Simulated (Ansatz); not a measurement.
hcp Zr was calculated with r²SCAN (Ansatz, a program for electronic structure, plane waves, PAW).

Settings: plane-wave cutoff 560 eV, 18×18×12 k mesh (along the axes of the cell as run), Fermi–Dirac smearing 0.05 eV, scalar-relativistic PAW data made under PBE.

Properties against volume:

Shape and atoms are relaxed at each volume.

```
V (Å³/atom)  P (GPa)  c (Å)  a (Å)
-----------  -------  -----  -----
22.562          4.14  5.090  3.199
23.032          1.99  5.122  3.223
23.502          0.00  5.153  3.245
23.972         -1.83  5.185  3.268
24.442         -3.51  5.216  3.290
```
